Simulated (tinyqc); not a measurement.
RKS/PBE in the sto-3g basis, for HF, spin multiplicity 1, step by step. One step of it, computed by the program tinyqc.

Question. Iteration 1: building the Kohn-Sham matrix. J_ij = sum D_kl (ij|kl); F = H + J + V_xc; E = tr D H + tr D J / 2 + E_xc + E_nn.

D at the start, lower triangle:
```
            1F 1s      1F 2s     1F 2px    1F 2py     1F 2pz     2H 1s
1F 1s    2.034763
1F 2s   -0.346691   1.886501
1F 2px  -0.063073   0.126372   1.954967
1F 2py   0.269060  -0.539085   0.192102  1.180523
1F 2pz  -0.074430   0.220681  -0.041325  0.176288   2.052652
2H 1s   -0.201710   0.051059  -0.202323  0.863079  -0.632623  1.296546
```

core Hamiltonian H = T + V (hartree), lower triangle:
```
             1F 1s       1F 2s     1F 2px     1F 2py     1F 2pz      2H 1s
1F 1s   -40.423480
1F 2s    -9.484500  -10.901589
1F 2px    0.000000    0.000000  -8.584636
1F 2py    0.000000    0.000000   0.000000  -8.584636
1F 2pz   -0.007179   -0.089630   0.000000   0.000000  -8.628079
2H 1s    -0.753013   -1.874006   0.000000   0.000000  -1.373789  -4.023034
```

Two-electron integrals (ij|kl) in chemists' order, unique and non-zero (hartree):
```
(11|11) 5.403501   (21|11) 0.841920   (21|21) 0.156299   (22|11) 1.268028
(22|21) 0.292344   (22|22) 0.926167   (31|31) 0.027998   (32|31) 0.043169
(32|32) 0.204588   (33|11) 1.264502   (33|21) 0.292403   (33|22) 0.925959
(33|33) 0.997514   (41|41) 0.027998   (42|41) 0.043169   (42|42) 0.204588
(43|43) 0.053770   (44|11) 1.264502   (44|21) 0.292403   (44|22) 0.925959
(44|33) 0.889973   (44|44) 0.997514   (51|51) 0.027998   (52|51) 0.043169
(52|52) 0.204588   (53|53) 0.053770   (54|54) 0.053770   (55|11) 1.264502
(55|21) 0.292403   (55|22) 0.925959   (55|33) 0.889973   (55|44) 0.889973
(55|55) 0.997514   (61|11) 0.067018   (61|21) 0.012347   (61|22) 0.022986
(61|33) 0.022954   (61|44) 0.022954   (61|51) 0.000476   (61|52) 0.000902
(61|55) 0.023055   (61|61) 0.000984   (62|11) 0.191488   (62|21) 0.044835
(62|22) 0.161250   (62|33) 0.158832   (62|44) 0.158832   (62|51) 0.003003
(62|52) 0.024816   (62|55) 0.165924   (62|61) 0.003596   (62|62) 0.036380
(63|31) 0.004424   (63|32) 0.027260   (63|53) 0.005046   (63|63) 0.005109
(64|41) 0.004424   (64|42) 0.027260   (64|54) 0.005046   (64|64) 0.005109
(65|11) 0.139517   (65|21) 0.033058   (65|22) 0.127446   (65|33) 0.122267
(65|44) 0.122267   (65|51) 0.006327   (65|52) 0.045464   (65|55) 0.137658
(65|61) 0.002744   (65|62) 0.035447   (65|65) 0.039479   (66|11) 0.395062
(66|21) 0.093960   (66|22) 0.390784   (66|33) 0.379674   (66|44) 0.379674
(66|51) 0.006761   (66|52) 0.080299   (66|55) 0.412725   (66|61) 0.007555
(66|62) 0.120602   (66|65) 0.137817   (66|66) 0.774606
```

nuclear repulsion = 3.58629134 hartree

V_xc (hartree), lower triangle:
```
            1F 1s      1F 2s     1F 2px     1F 2py     1F 2pz      2H 1s
1F 1s   -3.468389
1F 2s   -0.480509  -0.907225
1F 2px  -0.000181  -0.008257  -0.914890
1F 2py   0.000771   0.035224  -0.011345  -0.869141
1F 2pz  -0.000693  -0.013471   0.003390  -0.014459  -0.918379
2H 1s   -0.038632  -0.145169  -0.000433   0.001851  -0.116375  -0.465726
```

E_xc = sum of w rho eps_xc = -10.60513027 hartree

Give: Coulomb J; Kohn-Sham matrix F; total energy of this density.

Answer.

Coulomb J (hartree), lower triangle:
```
         1F 1s   1F 2s  1F 2px  1F 2py  1F 2pz  2H 1s
1F 1s   19.692
1F 2s    3.753   9.281
1F 2px   0.006   0.035   9.289
1F 2py  -0.024  -0.150   0.021   9.206
1F 2pz   0.016   0.133  -0.006   0.028   9.324
2H 1s    0.297   1.626   0.004  -0.016   1.318  4.387
```

Kohn-Sham matrix F (hartree), lower triangle:
```
          1F 1s   1F 2s  1F 2px  1F 2py  1F 2pz   2H 1s
1F 1s   -24.200
1F 2s    -6.212  -2.528
1F 2px    0.005   0.027  -0.210
1F 2py   -0.023  -0.115   0.009  -0.248
1F 2pz    0.008   0.030  -0.003   0.013  -0.223
2H 1s    -0.495  -0.394   0.003  -0.015  -0.172  -0.102
```

total energy of this density = -97.58687 hartree
